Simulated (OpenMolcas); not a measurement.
**N2 (nitrogen) at 6 levels**

Aim: a comparison of 6 runs (HF/STO-3G, PBE/STO-3G, PBE0/STO-3G, r2SCAN/STO-3G, MP2/STO-3G, ACPF/STO-3G) of N2 (nitrogen). 

The results are computed with OpenMolcas 26.06.

1 further run of the same task is left out (for a known fault of the program).

## (1) The structure to begin with

The species is N2 (2 atoms), meant as a singlet with charge 0. As SMILES, `N#N`. Geometry: relaxed at PBE0-D4/def2-TZVP.

Bond lengths: N1–N2 1.090 Å.

## (2) The energy at HF/STO-3G (run 1)

The input, mol.inp:

```
&GATEWAY
BASLIB = $CurrDir
BASISSET
N.STO-3G....
N1 0.465500 -0.150300 0.239800 angstrom
N2 -0.465500 0.150300 -0.239800 angstrom
End of Basis
&SEWARD
&SCF
THRESHOLDS = 1e-10 1e-07 1e-07 1e-05
PRORBITALS = 1 1
```

The basis set STO-3G is read from a file made from the Basis Set Exchange's data (not shown).

Started as:

```bash
export MOLCAS_MEM=1860
pymolcas mol.inp > mol.log
```

What it wrote:

```text
--- Start Module: gateway ---
[...]
--- Stop Module: gateway /rc=_RC_ALL_IS_WELL_ ---
--- Start Module: seward ---
[...]
      Basis functions           10
--- Stop Module: seward /rc=_RC_ALL_IS_WELL_ ---
--- Start Module: scf ---
[...]
       Convergence after   7 Iterations
[...]
::    Total SCF energy                               -107.4933803266
[...]
      Total spin, S                                     0.0000000000
[...]
      Total electronic charge=   14.000000
      Total            charge=   -0.000000
[...]
      Dipole Moment (debye):
      Origin of the operator (angstrom)=    0.0000    0.0000    0.0000
                   X=  4.7173E-15               Y=  5.6252E-15               Z= -2.8845E-15           Total=  7.8877E-15
      Quadrupole Moment (debye*angstrom):
[...]
--- Stop Module: scf /rc=_RC_ALL_IS_WELL_ ---
[...]
```

It took 1.6 s on 1 thread of Arm Neoverse V2, shared host; peak memory 0.37 GiB.

## (3) The energy at PBE/STO-3G (run 2)

The input, mol.input:

```
* N2 Kohn-Sham DFT

&GATEWAY
 BASLIB=$CurrDir
 BASISSET
 N.STO-3G....
 N1 0.465500 -0.150300 0.239800 angstrom
 N2 -0.465500 0.150300 -0.239800 angstrom
 End of Basis

&SEWARD
 GRIDINPUT
 Grid=UltraFine
 End of Grid

&SCF
 KSDFT=PBE
 THRESHOLDS=1e-10 1e-07 1e-07 1e-05
 PRORBITALS=1 1
```

The basis set STO-3G is read from a file made from the Basis Set Exchange's data (not shown).

Started as:

```bash
export MOLCAS_MEM=1860
pymolcas mol.input > mol.log
```

What it wrote:

```text
--- Start Module: gateway ---
[...]
--- Stop Module: gateway /rc=_RC_ALL_IS_WELL_ ---
--- Start Module: seward ---
[...]
      Basis functions           10
--- Stop Module: seward /rc=_RC_ALL_IS_WELL_ ---
--- Start Module: scf ---
[...]
       Convergence after   6 Iterations
[...]
::    Total KS-DFT energy                            -107.9218194142
[...]
      Total spin, S                                     0.0000000000
[...]
      Total electronic charge=   14.000000
      Total            charge=   -0.000000
[...]
      Dipole Moment (debye):
      Origin of the operator (angstrom)=    0.0000    0.0000    0.0000
                   X= -1.9880E-10               Y=  6.3680E-11               Z= -1.0460E-10           Total=  2.3349E-10
      Quadrupole Moment (debye*angstrom):
[...]
--- Stop Module: scf /rc=_RC_ALL_IS_WELL_ ---
[...]
```

Run time: 2 s. Hardware: 1 thread of Arm Neoverse V2, shared host; peak memory 0.37 GiB.

Runs 3 to 5 aren't shown in full; the table further down has their settings and results.

## (4) The energy at ACPF/STO-3G (run 6)

The input, mol.input:

```
&gateway
baslib=$CurrDir
basisset
N.STO-3G....
N1 0.465500 -0.150300 0.239800 angstrom
N2 -0.465500 0.150300 -0.239800 angstrom
End of Basis
&seward
&scf
thresholds=1e-10 1e-07 1e-07 1e-05
prorbitals=1 1
&motra
frozen=2
&guga
electrons=10
spin=1
inactive=5
active=0
ciall=1
&cpf
acpf
```

The basis set STO-3G is read from a file made from the Basis Set Exchange's data (not shown).

Started as:

```bash
export MOLCAS_MEM=1860
pymolcas mol.input > mol.log
```

What it wrote:

```text
--- Start Module: gateway ---
[...]
--- Stop Module: gateway /rc=_RC_ALL_IS_WELL_ ---
[...]
      Basis functions           10
[...]
       Convergence after   7 Iterations
[...]
::    Total SCF energy                               -107.4933803266
[...]
      Total spin, S                                     0.0000000000
[...]
      *** WARNING: Default frozen orbitals is overwritten by user input.
      *** Default values:   2
[...]
--- Start Module: guga ---
[...]
--- Stop Module: guga /rc=_RC_ALL_IS_WELL_ ---
--- Start Module: cpf ---
[...]
      Active orbitals                            0       0
[...]
      Spin quantum number                      0.0
[...]
     FINAL ACPF ENERGY        -107.64431054
     FINAL CORRELATION ENERGY   -0.15093021  REFERENCE ENERGY    -107.49338033
[...]
      Title:  ACPF natural orbitals
[...]
      Total electronic charge=   14.000000
      Total            charge=   -0.000000
[...]
      Dipole Moment (debye):
      Origin of the operator (angstrom)=    0.0000    0.0000    0.0000
                   X=  9.0742E-15               Y=  3.0076E-16               Z=  8.3893E-17           Total=  9.0795E-15
      Quadrupole Moment (debye*angstrom):
[...]
--- Stop Module: cpf /rc=_RC_ALL_IS_WELL_ ---
[...]
```

It took 1.6 s on 1 thread of Arm Neoverse V2, shared host; peak memory 0.37 GiB.

## (5) The series

```csv
run,level,integration grid,frozen core orbitals,energy (Eh),dipole moment (D) of the reference,HOMO energy (eV),LUMO energy (eV),wall time
1,HF/STO-3G,–,–,-107.493380,0.00,-14.74,7.75,1.6 s
2,PBE/STO-3G,UltraFine,–,-107.921819,0.00,-7.77,0.33,2 s
3,PBE0/STO-3G,UltraFine,–,-107.933604,0.00,-9.80,1.85,1.9 s
4,r2SCAN/STO-3G,UltraFine,–,-108.003599,0.00,-8.33,0.58,2 s
5,MP2/STO-3G,–,2,-107.644147,0.00,-14.74,7.75,1.6 s
6,ACPF/STO-3G,–,2,-107.644311,0.00,-14.74,7.75,1.6 s
```

## (6) What came out

| quantity | value |
| --- | --- |
| run 6: total energy | -107.64431 Eh |
| run 6: dipole moment (mean-field density) | 0.00 D |
| run 6: HOMO energy (Hartree–Fock orbitals) | -14.74 eV |
| run 6: LUMO energy (Hartree–Fock orbitals) | 7.75 eV |
| run 6: HOMO–LUMO gap (Hartree–Fock orbitals) | 22.49 eV |
| run 6: correlation energy (2 core orbitals frozen) | -150.9 mEh |

Below the HF energy at the same shape and in the same basis (STO-3G): MP2 -150.8 mEh; ACPF -150.9 mEh. Over runs 1, 2, 3, 4 the HOMO–LUMO gap runs from 8.10 eV (PBE/STO-3G) to 22.49 eV (HF/STO-3G). Exact exchange widens orbital gaps. Totals of different functionals can't be ranked against each other. In runs 1, 2, 3, 4, 5, 6 the basis is minimal, so the values are rough. All runs together took 11 s, the longest 2 s.
